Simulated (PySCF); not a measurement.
# Silicon: a sound run and one with changed settings

Sound run: Si [Ne] 3s2 3p2, Si+ [Ne] 3s2 3p1. All numbers are calculated (PySCF 2.14, the non-relativistic Hamiltonian (point nucleus), in def2-TZVP (5s5p2d1f, 37 functions)). In the sound run the correlated levels freeze [Ne]. The sound run starts from symmetry-adapted Hartree-Fock orbitals and uses a fine grid where one is needed.

Changed run: all electrons correlated in a basis built for the valence shell.

```tsv
species	method	sound run (hartree)	changed run (hartree)	converged
Si	MP2	-288.90571	-289.00862	yes
Si	CCSD(T)	-288.92674	-289.03044	yes
Si+	MP2	-288.61035	-288.71334	yes
Si+	CCSD(T)	-288.62891	-288.73289	yes
```

Ionisation energy of Si:

```json
{"method": "UHF", "sound run (eV)": "7.640", "changed run (eV)": "7.640"}
{"method": "MP2", "sound run (eV)": "8.037", "changed run (eV)": "8.035"}
{"method": "SCS-MP2", "sound run (eV)": "7.953", "changed run (eV)": "7.951"}
{"method": "CCSD", "sound run (eV)": "8.067", "changed run (eV)": "8.062"}
{"method": "CCSD(T)", "sound run (eV)": "8.105", "changed run (eV)": "8.097"}
```

A valence basis has no tight correlating functions, so it recovers only part of the core correlation, and not evenly between atom and ion.

For comparison, NIST gives 8.152 eV between the lowest levels.
